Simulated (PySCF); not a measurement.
Al(Cl)3 cation (AlCl3), SMILES [Cl][Al]([Cl])[Cl] (connectivity only; charge and spin as stated), charge +1, multiplicity 2. Geometry optimised at B3LYP-D3(BJ)/def2-SVP. The spin state was assumed, not searched. The isomer is the one that the SMILES or the coordinates give; other isomers of the formula were not compared.

The numbers are results of B3LYP-D3(BJ)/def2-SVP run with PySCF, not measurements.

Harmonic wavenumbers (cm⁻¹): 105, 143, 147, 375, 405, 714. Rotational constants (GHz): 3.444, 1.619, 1.101; symmetry number 2.

**Question.** Work out the zero-point energy and the ideal-gas rigid-rotor harmonic-oscillator thermochemistry at 298.15 K and 1 atm.

**Answer.** ZPE = ½ Σ hcν = ½ × 1888 cm⁻¹ = 11.30 kJ/mol. H − E(el) = 28.50 kJ/mol. Entropy in J/(mol K): translation 169.77, rotation 112.85, vibration 46.57, spin 5.76, total 334.95. G − E(el) = -71.37 kJ/mol. Cp = 73.21 J/(mol K). Modes under 150 cm⁻¹ make the vibrational entropy uncertain.
